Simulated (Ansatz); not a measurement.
**The chlorine atom (doublet): from Hartree-Fock to the top rungs, def2-TZVPP**

How much of the correlation energy of the chlorine atom (doublet) does each wave-function method recover here?

Method: def2-TZVPP, core rule «outside noble gas», up to 5 orbitals frozen; program: Ansatz 0.2.0, Gaussian basis.

Plan: UHF; CCSD(T) on ROHF; CCSD(T) on UHF; BCCD(T) on ROHF; CISD; CCSDT(Q) on ROHF; CCSDT(Q) on UHF; CASSCF and MRCISD+Q, 7 electrons in 4 orbitals; CASSCF and MRCISD+Q(relaxed), 7 electrons in 4 orbitals; CASSCF and NEVPT4(SD), 7 electrons in 4 orbitals; CASSCF and NEVPT2, 7 electrons in 4 orbitals.

## 1. The atom

A free atom, in its lowest state of this spin that the program finds.

1 atom, charge 0, spin multiplicity 2.

## 2. UHF

Contents of in.yaml:

```yaml
crystal:
  periodic: [false, false, false]
  atoms:
    - {symbol: Cl, position_ang: [0.000000, 0.000000, 0.000000]}
basis:
  gaussian: {orbitals: def2-TZVPP}
magnetization: {spin_polarized: true, initial_magnetization: 1}
hamiltonian: {xc: hf}
output: {orbitals: {seedname: orbitals}}
```

Started as:

```bash
$ ansatz run in.yaml --threads 1 --pin off --events-out ev --progress --plain --max-ram 2393MiB
```

Further steps of the session: CCSD(T) on ROHF; CCSD(T) on UHF; BCCD(T) on ROHF; CISD; CCSDT(Q) on ROHF; CCSDT(Q) on UHF; CASSCF and MRCISD+Q, 7 electrons in 4 orbitals; CASSCF and MRCISD+Q(relaxed), 7 electrons in 4 orbitals; CASSCF and NEVPT4(SD), 7 electrons in 4 orbitals; CASSCF and NEVPT2, 7 electrons in 4 orbitals.

Q: Predict the results of all the runs planned. Wanted: UCCSDT(Q) below the RHF energy; RMP2 from UCCSDT(Q); UMP2 from UCCSDT(Q); RCCSD from UCCSDT(Q); RCCSD(T) from UCCSDT(Q); UCCSD(T) from UCCSDT(Q); RCCSDT(Q) from UCCSDT(Q); NEVPT2 valence from UCCSDT(Q); NEVPT4(SD) valence from UCCSDT(Q).

As calculated:

| quantity | value |
| --- | --- |
| UCCSDT(Q) below the RHF energy | -5.2883 eV |
| RMP2 from UCCSDT(Q) | +18.32 kcal/mol |
| UMP2 from UCCSDT(Q) | +18.94 kcal/mol |
| RCCSD from UCCSDT(Q) | +4.28 kcal/mol |
| RCCSD(T) from UCCSDT(Q) | +0.56 kcal/mol |
| UCCSD(T) from UCCSDT(Q) | +0.52 kcal/mol |
| RCCSDT(Q) from UCCSDT(Q) | +0.04 kcal/mol |
| NEVPT2 valence from UCCSDT(Q) | +30.65 kcal/mol |
| NEVPT4(SD) valence from UCCSDT(Q) | +3.84 kcal/mol |
| MRCISD+Q valence from UCCSDT(Q) | +1.06 kcal/mol |
| levels within 1 kcal/mol (43 meV) | RCCSD(T), UCCSD(T), BCCD(T), RCCSDT, UCCSDT, RCCSDT(Q) |
| T1 diagnostic | 0.014 |
| effectively unpaired electrons | 1.00 |

**Reading.** RCCSD(T) lands +0.56 kcal/mol from the yardstick (0.5 % of the correlation energy). One determinant dominates. Of the multireference levels listed MRCISD+Q valence comes nearest in total energy (+1.06 kcal/mol), which doesn't show that its space is the better one. These misses are within one basis, not against nature; the frozen cores of restricted and unrestricted runs differ, which can shift their rows.
